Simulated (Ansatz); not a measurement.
Input file:

```yaml
crystal:
  periodic: [false, false, false]
  atoms:
    - {symbol: Se, position_ang: [0.000000, 0.000000, 0.000000]}
    - {symbol: Be, position_ang: [0.000000, 0.000000, 1.867800]}
basis:
  gaussian: {orbitals: 6-31G}
magnetization: {spin_polarized: true, initial_magnetization: 0}
hamiltonian: {pseudopotentials: {relativity: none}}
correlation: {method: mp2, electrons: valence}
output: {forces: true}
```

```sh
$ ansatz run in.yaml --threads 1 --pin off --events-out ev --progress --plain --max-ram 2393MiB
```

The program prints:

```
375 factors; integrals over basis functions are off by at most 2.6e-4 eV
mean field evaluation 1: about -65688.5931 eV, gradient 1.2e1 eV
mean field evaluation 2: about -65688.6530 eV, gradient 1.3e1 eV
mean field evaluation 4: about -65690.4694 eV, gradient 1.5e0 eV
mean field evaluation 8: about -65690.5613 eV, gradient 7.6e-2 eV
mean field evaluation 16: about -65688.8250 eV, gradient 1.2e1 eV
mean field evaluation 32: about -65690.6697 eV, gradient 9.5e-6 eV
mean field evaluation 64: about -65690.6697 eV, gradient 2.4e-3 eV
mean field evaluation 96: about -65690.6683 eV, gradient 2.9e-1 eV
mean field -65690.66974308 eV, -2414.0875863228 hartree, gradient 9.5e-6 eV, S^2 1.010641; 6 other end points of the search recorded, 0 dependent functions left out
9 core orbitals not correlated: weight in the atoms' cores, before any rotation towards them, 1.000 or more for the frozen orbitals, at most 0.000 for the correlated occupied ones
reference -65690.66974308 eV, -2414.0875863228 hartree; 10, 10 occupied and 19, 19 virtual orbitals, 375 factors
second order -5.03594782 eV of doubles, -0.00000000 eV of singles
the calculation of the forces begins
Total energy: -65695.70569090 eV, -2414.2726539918 hartree
Atom 0 at     0.000000     0.000000     0.000000 Å, force    -0.000000     0.000000    -4.147588 eV/Å
Atom 1 at     0.000000     0.000000     1.867800 Å, force     0.000000    -0.000000     4.147588 eV/Å
Dipole moment:    -0.000000    -0.000000     0.069541 e Å
```

Forces (eV/Å):
```
Se   0.000  0.000 -4.148
Be   0.000  0.000  4.148
```

Ran on 1 thread of Arm Neoverse V1, shared host: 1.6 s wall, 0.07 GiB peak host memory.
